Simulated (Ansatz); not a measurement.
We consider corundum (α-Al2O3), described by PBE-D3(BJ) (Ansatz, a first-principles code, PAW).

Run with plane-wave cutoff 520 eV, 8×8×8 k mesh, Fermi–Dirac smearing 0.01 eV, scalar-relativistic PAW data made under PBE.

Equation-of-state points:

```tsv
V (Å³/atom)	E − E_lowest (meV/atom)	P (GPa)
8.255	10.96	10.56
8.427	2.64	5.02
8.599	0.00	0.00
8.771	2.48	-4.55
8.943	9.60	-8.65
```

Problem. Estimate the bulk modulus from the pressures at 8.427 and 8.771 Å³/atom, and compare it with a fit to all energies.

Solution. B = −V dP/dV. Between V = 8.427 and 8.771 Å³/atom, dP/dV = (-4.55 − (5.02))/(8.771 − 8.427) = -27.8 GPa per Å³/atom; at the midpoint 8.599 Å³/atom this gives B ≈ 239 GPa. The third-order Birch–Murnaghan fit gives V0 = 8.599 Å³/atom, B0 = 239 GPa, B′ = 4.0, which lies within 1 % of that estimate.

Shape and atoms are relaxed at each volume.

Measured, for comparison: bulk modulus 254 GPa (298 K, copied from a table, unchecked, no zero-point or thermal correction, with K' = 4.34, our sources range from 239 to 254; as tabulated in BurnMan's mineral tables). Computed (rounded) less measured: bulk modulus not scored (unchecked).

Note: the bulk modulus comes from volumes at which shape and atoms were relaxed.

The computed numbers hold no vibrational or temperature effects.
